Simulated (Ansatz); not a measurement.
Q: Name a neutral molecule of S, Si and H with LUMO energy (PBE/def2-TZVPP) between -3.35 and -3.05 eV and vertical ionisation energy (CCSD(T)/CBS(def2)) between 9.00 and 9.30 eV (Ansatz, PBE0-D4/def2-TZVP geometry).

A: `[SiH]S` (-3.29 eV, 9.29 eV). Other molecules can fit too; these were computed, each in one conformer that needn't be the lowest.
